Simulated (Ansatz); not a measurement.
The first iterations of a band of H6Si2 (8 atoms, charge 0, multiplicity 1).

Method: RKS B3LYP/def2-SVP (Ansatz).

```yaml
movable_images: 9
climbing_image: yes
spring: 5.0 eV/Å²
optimiser: quadratic models (default)
start_path: through a guess of the saddle point
force_threshold: 0.03 eV/Å
iteration_limit: 60
end_points: relaxed
```

Initial state:

```xyz
8
Properties=species:S:1:pos:R:3
Si 0.227 -0.018 0.157
H -0.111 -0.244 1.594
H 1.696 0.224 0.044
Si -0.971 1.830 -0.683
H -2.440 1.571 -0.610
H -0.662 3.053 0.115
H -0.601 2.082 -2.107
H -0.115 -1.250 -0.614
```

Final state:

```xyz
8
Properties=species:S:1:pos:R:3
Si -0.560 -0.246 0.624
H 1.143 -0.008 0.953
H 1.154 0.276 0.164
Si -0.985 1.758 -0.627
H -2.427 1.640 -1.013
H -0.846 2.967 0.242
H -0.207 2.000 -1.881
H -0.249 -1.139 -0.567
```

| iteration | highest image above the first end (eV) | largest band force component (eV/Å) |
| --- | --- | --- |
| 1 | 3.384 | 3.216 |
| 2 | 2.630 | 2.393 |
| 3 | 2.463 | 2.517 |
| 4 | 2.459 | 2.291 |
| 5 | 2.448 | 1.428 |
| 6 | 2.379 | 1.046 |
| 7 | 2.340 | 0.500 |
| 8 | 2.323 | 0.221 |
| 9 | 2.394 | 0.413 |
| 10 | 2.386 | 0.326 |

Task: Does the band converge within its limit, and where does its top end?

Result: It converged. It ended after 32 iterations with the highest image 2.334 eV above the first end. The profile has 2 maxima (images 3, 8) with wells between them (image 5): this band takes more than one step, which may be the mechanism or a detour left from its start path. Neighbouring images differ by up to 1.2 eV, so the band resolves the path poorly. A vibrational analysis at the climbing image gives one clearly imaginary mode, 954i cm⁻¹: a first-order saddle point.

Time of the run: 7.8 min on 1 thread of Arm Neoverse V1, on a shared host, peak memory 0.12 GiB.
